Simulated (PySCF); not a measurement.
## Choosing a basis for TDDFT

Compound: AlClH₂.
SMILES: `[Cl][AlH2]`

TDDFT with PBE0 (PySCF), vertical singlets, core orbitals frozen in the response, spherical d and f functions. Isolated species at its PBE0-D3(BJ)/def2-SVP geometry, gas phase.

```tsv
basis	functions	diffuse	S1 (eV)	S2 (eV)	S3 (eV)	S4 (eV)	S5 (eV)	LUMO (eV)	α (au)
6-31G*	40	no	5.40	6.61	6.71	6.94	7.39	-1.68	31.1
def2-SVP	46	no	5.40	6.63	6.77	6.95	7.58	-1.58	31.9
6-31+G*	48	yes	5.39	6.61	6.70	6.94	7.19	-1.76	33.9
def2-SVPD	67	yes	5.41	6.68	6.81	7.01	7.27	-1.70	42.3
aug-cc-pVDZ	72	yes	5.34	6.61	6.71	6.93	7.13	-1.76	42.3
def2-TZVP	86	no	5.42	6.65	6.76	6.95	7.39	-1.65	38.2
def2-TZVPD	107	yes	5.41	6.64	6.75	6.94	7.20	-1.69	42.7
aug-cc-pVTZ	146	yes	5.40	6.64	6.73	6.92	7.14	-1.71	42.7
```

Problem. How much do these states and the polarisability depend on the basis?

Solution. States are compared by their number. Against the largest diffuse basis here (aug-cc-pVTZ, itself not a converged limit), sets without diffuse functions differ by up to 0.03 eV in S1 and 0.44 eV in S5; the smaller diffuse sets differ by up to 0.05 and 0.14 eV. State by state, the largest deviation of a set without diffuse functions is S1 0.03, S2 0.03, S3 0.04, S4 0.03, S5 0.44 eV. The same number needn't mean the same state in each row. Against aug-cc-pVTZ the polarisability deviates by -27% in 6-31G*, -25% in def2-SVP, -21% in 6-31+G*, -1% in def2-SVPD, -1% in aug-cc-pVDZ, -11% in def2-TZVP, 0% in def2-TZVPD. A single + in a Pople set puts diffuse functions on heavy atoms only.
